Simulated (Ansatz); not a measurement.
```yaml
crystal:
  periodic: [false, false, false]
  atoms:
    - {symbol: N, position_ang: [-0.216978, 1.370202, 0.334829]}
    - {symbol: P, position_ang: [-0.149713, -0.277285, 0.616463]}
    - {symbol: O, position_ang: [1.261308, -0.784247, -0.082947]}
    - {symbol: S, position_ang: [-1.487353, -0.731191, -0.972010]}
    - {symbol: H, position_ang: [-0.024443, 1.733903, -0.588332]}
    - {symbol: H, position_ang: [0.121396, 1.963702, 1.075121]}
    - {symbol: H, position_ang: [1.767984, -1.294177, 0.556337]}
    - {symbol: H, position_ang: [-1.180101, -2.038005, -0.995161]}
basis:
  gaussian: {orbitals: STO-3G, nuclear_model: gaussian}
hamiltonian: {xc: {name: PBE}, dispersion: d4}
```

```sh
$ ansatz run in.yaml --threads 2 --pin off --events-out ev --progress --plain --max-ram 4352MiB
```

It prints (some lines left out):

```
Functional definition: PBE
392 factors; integrals over basis functions are off by at most 3.2e-5 eV
mean field evaluation 1: about -23435.4837 eV, gradient 2.8e1 eV
mean field evaluation 2: about -23432.8669 eV, gradient 4.0e1 eV
mean field evaluation 4: about -23438.0362 eV, gradient 2.5e0 eV
mean field evaluation 8: about -23438.0193 eV, gradient 7.4e-2 eV
mean field -23438.01934262 eV, -861.3313239811 hartree, gradient 1.4e-5 eV, S^2 0.000000; 0 other end points of the search recorded, 0 dependent functions left out
reference -23438.01936450 eV, -861.3313247853 hartree; 25, 25 occupied and 7, 7 virtual orbitals, 392 factors
Total energy: -23438.20813380 eV, -861.3382619290 hartree
```

Run time 0.55 s (2 threads of an Arm Neoverse V1 on a shared host); peak host memory 0.38 GiB.
